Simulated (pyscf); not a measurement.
A first-order saddle from PySCF, ωB97X-D3(BJ)/def2-SVP:

```xyz
11

In    -0.4121    -0.6112    -0.4760
C      0.8591     0.7339    -1.5730
H      1.7082     1.0409    -0.9432
H      0.2918     1.6361    -1.8491
H      1.2398     0.2530    -2.4852
O     -1.5744    -0.8695     3.0214
Si    -1.9867    -1.1144     1.4177
H     -1.2773     0.0314     3.1970
H     -1.0130     0.4901     1.1326
H     -2.2826    -2.5778     1.4952
H     -3.2000    -0.4469     0.8550
```
Charge 0, spin multiplicity 1.

Surface: singlet, charge 0. Lowest wavenumbers (cm⁻¹): 317i, 74, 93, 119, 205.

**Question.** Name the species on either side of this saddle.

**Answer.** H₃C–In [singlet] + HO–SiH₃ ⇌ H₃C–InH–SiH₂–OH, an insertion read from left to right: H–Si broken and In–Si, H–In formed. At ωB97M-D3(BJ)/def2-TZVP it lies +111.1 kJ/mol from the left side and +114.9 kJ/mol from the right (each side as separated species at their lowest minima found). On the reactant side the descent ends in a complex (not fully relaxed), 21.7 kJ/mol under the separated species and 106.1 kJ/mol under the saddle at ωB97X-D3(BJ)/def2-TZVP. The reactants may also form a dative adduct at H₃C–In [singlet]; it and routes through it were not searched. At ωB97X-D3(BJ)/def2-TZVP the barrier from the zero used here is 84.4 kJ/mol. The same reactants have a lower exit, to H₃Si–O–In [singlet] + CH₄ (barrier +4.0 kJ/mol at ωB97M-D3(BJ)/def2-TZVP, against +111.1 kJ/mol here). This is the saddle that the search found; another between the same sides may lie lower. Elements past Kr carry the def2 core potentials, without spin-orbit coupling.
